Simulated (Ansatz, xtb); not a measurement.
## Relaxing a trial structure of B2H3N

The starting geometry of this gas-phase triplet was built from a drawn formula by distance geometry and a force field; its bonds are those of `[B]NB`.

```xyz
6

B    -3.1172   -0.1633   -1.9550
B    -1.2612   -0.4139   -0.4229
N    -2.1645   -1.1187   -1.3959
H    -2.7152   -1.7785   -0.7873
H    -1.3431   -0.5967    0.7209
H    -0.4510    0.3853   -0.8184
```

Q: Predict what it relaxes into with r2SCAN-D4/def2-SVP.

A: It keeps its bonds, and is `[B]NB`.

The energy falls by 0.61 eV over 10 steps:

```
step  E − E(last) (eV)
   1             0.614
   2             0.246
   3             0.084
   4             0.050
   5             0.031
   6             0.011
   7             0.005
   8             0.001
   9             0.000
  10             0.000
```

Final geometry (Å):

```xyz
6

B    -2.8478   -0.3757   -2.3500
B    -1.2842   -0.3757   -0.3617
N    -2.3793   -0.8910   -1.1232
H    -2.8590   -1.7042   -0.7243
H    -1.0012   -0.9179    0.6813
H    -0.6807    0.5787   -0.7807
```

From the same start GFN2-xTB ends elsewhere, differing in B1–B2 (1.83 against 2.53 Å here).

The end wasn't checked by frequencies. Open shells are spin-unrestricted. The triplet needn't be the ground state. Run with Ansatz 0.2.0, 23 s on 1 thread of Intel(R) Xeon(R) 6975P-C (Granite Rapids) (shared host).
